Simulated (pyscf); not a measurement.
`[CH2]=[CH2]` + `[NH2]` [doublet] -> `[CH]=[CH2]` [doublet] + `[NH3]` (hydrogen abstraction; doublet surface; C–H broken, H–N formed). Single points on ωB97X-D3(BJ)/def2-SVP structures (PySCF, gas phase). Correlated levels are frozen-core, on RHF or UHF. ΔMP2 is the change of the MP2 total energy from the triple- to the quadruple-zeta basis. Energies in kcal/mol from the separated reactants.

```json
[
 {"level": "ωB97X-D3(BJ)/def2-TZVP", "barrier": "13.6", "reaction energy": "+4.2"},
 {"level": "PBE/def2-TZVP", "barrier": "4.4", "reaction energy": "+0.9"},
 {"level": "B3LYP-D3(BJ)/def2-TZVP", "barrier": "10.7", "reaction energy": "+3.7"},
 {"level": "M06-2X/def2-TZVP", "barrier": "13.2", "reaction energy": "+2.0"},
 {"level": "ωB97M-D3(BJ)/def2-TZVP", "barrier": "13.9", "reaction energy": "+3.5"},
 {"level": "MP2/def2-QZVPP", "barrier": "20.6", "reaction energy": "+6.8"},
 {"level": "CCSD(T)/def2-TZVPP + ΔMP2(QZVPP)", "barrier": "15.6", "reaction energy": "+3.5"}
]
```

This is the saddle that the search found; another between the same sides may lie lower. The angle at the transferred H is 161°. The CCSD(T) − MP2 part came from Ansatz, without density fitting, on the same reference. A UHF reference is spin-contaminated (<S²> up to 0.96), which harms MP2 most.
